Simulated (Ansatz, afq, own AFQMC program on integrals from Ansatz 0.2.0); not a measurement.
## Where AFQMC and coupled cluster stand for SiH4, triplet

```json
{"atom": "Si", "x (Å)": "0.0001", "y (Å)": "-0.0070", "z (Å)": "-0.0069"}
{"atom": "H", "x (Å)": "-0.0138", "y (Å)": "1.3007", "z (Å)": "1.2917"}
{"atom": "H", "x (Å)": "-0.0164", "y (Å)": "-1.0846", "z (Å)": "1.0780"}
{"atom": "H", "x (Å)": "0.0166", "y (Å)": "1.0706", "z (Å)": "-1.0919"}
{"atom": "H", "x (Å)": "0.0116", "y (Å)": "-1.0921", "z (Å)": "-1.0845"}
```

Basis 6-31G. Only valence electrons are correlated. AFQMC by an in-house program on the Cholesky factors that Ansatz 0.2.0 writes for its CCSD(T) run. ph-AFQMC/CISD is guided by a CISD state made of CCSD amplitudes; releasing the constraint for a short imaginary time cuts its bias at the price of noise, slowly where states lie close. Uncertainties: one standard error, sampling alone.

Determinant: UHF, the one that the program's search chose, which needn't be the lowest solution. The geometry is a point of a scan.

Full CI on the same integrals is exact in this basis and with this determinant's frozen core.

Cautions: lower spins were not checked.

The T1 diagnostic is 0.0239, the weight of the determinant in the CISD state is 0.904 and the ⟨S²⟩ of the determinant is 2.037. The size of the correlated space is 8 electrons in 16 orbitals.

```json
{"level": "MP2", "correlation energy (eV)": "-1.5666"}
{"level": "CCSD", "correlation energy (eV)": "-2.4141"}
{"level": "CCSD(T)", "correlation energy (eV)": "-2.4530"}
```

(1) Estimate where phaseless AFQMC with a CISD trial lies against CCSD(T) on the same integrals.

(1) 10.2 ± 1.0 meV below CCSD(T).

Reference: full CI, correlation energy -2.472 eV. The released energy is read at 2.40 1/Eh (meV from the phaseless value at times in 1/Eh: -2.5 ± 0.8 at 0.24, -3.7 ± 0.8 at 0.51, -5.3 ± 0.8 at 0.99, -6.1 ± 0.6 at 1.62, -6.8 ± 0.6 at 2.40).

```
         level  E − E(reference) (meV)  share of correlation (%)
       CCSD(T)                    18.6                     99.25
         CCSDT                    -0.5                    100.02
      CCSDT(Q)                    -0.7                    100.03
        CCSDTQ                     0.0                    100.00
 ph-AFQMC/CISD               8.4 ± 1.0                     99.66
released AFQMC               1.6 ± 0.6                     99.94
```

CCSDT and higher add their correlation energy to the determinant of the CCSD(T) run, since their own runs factorise the integrals more tightly (a shift of under 2 meV). A walk keeps the symmetry of its determinant, which the program's search chose and which needn't be the lowest solution, so a lower state of the same spin and another symmetry isn't excluded. Released energies are given only where the last usable release times agree within the noise; a slower fall can still hide under it.
